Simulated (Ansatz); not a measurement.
## Isomers

Structures of C₂H₇Si (charge -1), singlet, relaxed at PBE0-D4/def2-TZVPD (vibrations not checked; lower isomers may exist, and structures with a doubtful reference or unclear bonds are left out). Computed with Ansatz 0.2.0 (basis: def2-TZVPPD); correlated methods freeze the cores. B3LYP uses VWN-RPA correlation.

**Question.** Rank them by CCSD(T) energy, lowest first, and give each one's height above the lowest. Links in brackets join atoms within 1.22 times the sum of their covalent radii (1.1 for two metals). (To be estimated.)
A.
C₂H₇Si ([CH3][CH2][SiH2]), total charge -1
```
10
angstrom
C 0.1654 0.4634 -0.0560
Si -1.7899 0.2807 -0.1394
C 0.8300 -0.7305 0.6160
H -1.8284 -0.7249 -1.3162
H -2.0520 1.5099 -1.0397
H 0.3855 1.3735 0.5188
H 0.5975 0.6141 -1.0533
H 0.6451 -1.6484 0.0456
H 0.4090 -0.8954 1.6149
H 1.9201 -0.6264 0.7237
```
B.
C₂H₇Si ([CH3][SiH][CH3]), total charge -1
```
10
angstrom
C -1.1065 0.5106 -0.9576
Si 0.5668 0.8248 0.0057
C 0.6502 -0.8846 0.9530
H -0.9397 -0.1933 -1.7825
H -1.4794 1.4406 -1.4034
H -1.9027 0.0965 -0.3213
H -0.0531 1.6383 1.1695
H -0.3055 -1.1715 1.4162
H 1.4128 -0.8564 1.7406
H 0.9379 -1.6852 0.2601
```
C.
C₂H₇Si ([CH2]1[CH2][SiH3]1), total charge -1
```
10
angstrom
C -0.7831 0.5382 -0.1605
C 0.6972 0.6302 -0.6604
Si 0.6242 -0.5324 0.7837
H 1.1862 1.6011 -0.5492
H -1.4716 0.1102 -0.8981
H -1.1775 1.4853 0.2252
H 0.8950 0.2373 -1.6607
H 0.0321 -1.9058 0.5330
H 0.4562 0.0857 2.1582
H 2.0867 -1.1066 1.1055
```

**Answer.** Computed: B (0.00 kcal/mol), A (6.41 kcal/mol), C (37.64 kcal/mol). Heights count from the lowest.

**Question.** Do PBE-D4, r2SCAN-D4, PBE0-D4, B3LYP-D4, wB97M-V, HF, MP2 give the same order? (Judge from chemistry; the calculation decides.)

**Answer.** Computed: All do.

No T1 diagnostic of these runs exceeds 0.013.

For scale, one of the runs: CCSD(T)/def2-TZVPPD, 241 basis functions, launched by `ansatz run in.yaml --threads 2 --pin off --events-out ev --progress --plain --max-ram 4352MiB`. The run took 10 min on 2 CPU threads of an Arm Neoverse V2 (shared host), with 1.8 GiB of host memory at its peak.
